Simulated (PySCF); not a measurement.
H2O, SMILES O. Geometry optimised at B3LYP-D3(BJ)/def2-TZVPD.

TDDFT-LC-ωPBE/def2-TZVPD in PySCF 2.14.0 puts the lowest singlet excitations at 7.68, 9.40, 9.80, 10.31, 10.65, 11.55 eV.

Q: What are the lowest excitation roots from ADC(3)/aug-cc-pVDZ (PySCF 2.14.0)? (An estimate is asked for; the answer gives what the named calculation found.)

A: 7.82, 9.61, 10.21, 11.46, 12.14, 12.31 eV. S1 differs by 0.14 eV (second minus first; roots are paired by order, and the bases may differ).
